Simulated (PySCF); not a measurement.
Cartesian coordinates in Å; atom numbers follow the order of the lines, from 1:
```xyz
10

F     1.558    0.836   -1.165
C     1.236    0.131   -0.030
C    -0.200    0.396    0.345
C    -1.283   -0.410   -0.271
S    -0.962   -0.793    1.460
H     1.398   -0.929   -0.250
H     1.922    0.464    0.756
H    -0.414    1.435    0.574
H    -2.234    0.063   -0.472
H    -1.011   -1.189   -0.970
```

Geometry: GFN2-xTB; GIAO shifts from PySCF 2.14, gas phase, non-relativistic, averaged over equivalent atoms.

At B97-2/MINI (34 basis functions, 2.3 s wall time on 1 thread of an Intel Xeon Platinum 8488C, shared host):
| atoms | δ (ppm) |
| --- | --- |
| F1 | -226.9 |
| C2 | 72.3 |
| C4 | 20.7 |
| C3 | 15.5 |
| H7 | 4.39 |
| H6 | 3.17 |
| H8 | 2.33 |
| H9 | 2.10 |
| H10 | 1.63 |

Shifts are taken against calculated references (same method and geometry level): $^{19}$F (σref 232.94) against CFCl3; $^{13}$C (σref 224.31), $^{1}$H (σref 30.76) vs TMS.

**Question.** What do these become at PBE0/pcSseg-1?

**Answer.** 
```csv
atoms,δ at PBE0/pcSseg-1,change
F1,-230.1,-3.2
C2,91.6,+19.3
C4,27.7,+7.0
C3,32.9,+17.4
H7,5.37,+0.98
H6,3.79,+0.62
H8,3.07,+0.74
H9,2.54,+0.44
H10,2.18,+0.55
```

Chemical shifts δ = σref − σ; CFCl3 for $^{19}$F (σref 170.95); $^{13}$C (σref 186.93) and $^{1}$H (σref 31.72) vs TMS, all at this level.

The largest change is at C2 (sp3 CH2 bonded to F). Cost: 117 basis functions, 11 s wall time on 1 thread of an Intel Xeon Platinum 8488C, shared host. The order of the carbon signals changes between the two levels.

Unscaled 19F shifts against computed CFCl3 carry errors that often reach 10 to 50 ppm.
